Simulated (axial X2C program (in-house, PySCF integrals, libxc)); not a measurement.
# Density and ELF of BP

Computed with an in-house relativistic program for diatomic molecules. Two-component (2c) means X2C with spin–orbit coupling and atomic mean-field two-electron Coulomb and Gaunt terms. Basis: P dyall-v3z [8s7p2d1f], B dyall-v3z [7s6p2d1f] (cores contracted in-house); Gaussian nuclei, density fitting, unrestricted open shells. Masses: P 30.974 u, B 11.009 u.

PBE0, two-component, state Ω = 2 (⟨Sz⟩ = 1.00, ⟨Lz⟩ = 1.00 at PBE0); P at z = 0, B at z = 1.741 Å.

The maps cover the half plane through the axis: z from -2.4 to 3.6 Å along the bond, ρ from 0.15 to 2.25 Å away from it.

log10 of the density in e/bohr³:

```
 ρ\z  -2.4  -1.8  -1.2  -0.6   0.0   0.6   1.2   1.8   2.4   3.0   3.6
0.15  -3.3  -2.4  -1.5  -0.8   1.2  -0.8  -0.8   0.6  -1.1  -1.8  -2.7
0.45  -3.4  -2.5  -1.6  -1.0  -0.4  -0.9  -0.9  -1.0  -1.3  -1.9  -2.8
0.75  -3.5  -2.6  -1.8  -1.2  -1.0  -1.1  -1.2  -1.3  -1.5  -2.1  -2.9
1.05  -3.6  -2.8  -2.1  -1.5  -1.3  -1.4  -1.6  -1.6  -1.9  -2.4  -3.1
1.35  -3.8  -3.1  -2.4  -1.9  -1.7  -1.8  -1.9  -2.0  -2.3  -2.7  -3.4
1.65  -4.1  -3.4  -2.7  -2.3  -2.1  -2.2  -2.3  -2.5  -2.7  -3.1  -3.7
1.95  -4.3  -3.7  -3.1  -2.7  -2.6  -2.6  -2.7  -2.9  -3.1  -3.5  -4.0
2.25  -4.6  -4.0  -3.5  -3.2  -3.0  -3.0  -3.1  -3.3  -3.5  -3.8  -4.3
```

Electron localisation function (collinear form, no current term, damped to 0 at low density):

```
 ρ\z  -2.4  -1.8  -1.2  -0.6   0.0   0.6   1.2   1.8   2.4   3.0   3.6
0.15  0.10  0.71  0.93  0.16  0.63  0.16  0.68  1.00  0.94  0.98  0.93
0.45  0.08  0.67  0.92  0.66  0.22  0.53  0.84  0.05  0.96  0.97  0.90
0.75  0.05  0.57  0.89  0.91  0.48  0.74  0.82  0.65  0.95  0.96  0.81
1.05  0.02  0.41  0.81  0.89  0.81  0.71  0.72  0.70  0.89  0.90  0.58
1.35  0.01  0.22  0.65  0.80  0.74  0.61  0.58  0.57  0.73  0.73  0.23
1.65  0.00  0.08  0.41  0.61  0.58  0.46  0.40  0.37  0.47  0.37  0.05
1.95  0.00  0.02  0.17  0.36  0.38  0.30  0.23  0.19  0.19  0.09  0.01
2.25  0.00  0.00  0.04  0.13  0.18  0.15  0.10  0.07  0.04  0.01  0.00
```

Axial spin density in 10⁻³ e/bohr³:

```
 ρ\z  -2.4  -1.8  -1.2  -0.6   0.0   0.6   1.2   1.8   2.4   3.0  3.6
0.15   0.1   0.5   3.1   6.1  81.3  20.3  19.8   8.1  71.6  14.0  2.0
0.45   0.1   0.5   2.5   7.4   4.6  21.6  12.7  27.1  45.6  10.6  1.6
0.75   0.1   0.3   1.8   6.3  13.4  16.0   8.5  16.9  21.4   6.3  1.1
1.05   0.0   0.2   1.0   3.7   8.3   8.6   5.1   7.5   8.5   3.2  0.7
1.35   0.0   0.1   0.6   1.8   3.7   3.9   2.6   3.1   3.2   1.4  0.4
1.65   0.0   0.1   0.3   0.8   1.5   1.6   1.2   1.2   1.2   0.6  0.2
1.95   0.0   0.0   0.1   0.3   0.6   0.7   0.5   0.5   0.4   0.2  0.1
2.25   0.0   0.0   0.1   0.1   0.2   0.2   0.2   0.2   0.2   0.1  0.0
```

The state is a single determinant with fixed occupations, the lowest that a limited PBE0 search found. Density functionals use the spin component along the axis (collinear). Other states lie close and PBE0, whose exact exchange favours high spin, may order them wrongly; the determinant shown need not be the ground state. The nearest other 2c determinant of the search, Ω = 1, lies 0.13 eV up at the distance of the search. Without a current term, density functionals place determinants with orbital angular momentum somewhat too high. With several unpaired electrons one determinant need not be a pure state. Open-shell Ω = 0 determinants with evenly filled partner blocks cannot be reached by this program, so the Ω shown need not be the lowest component.
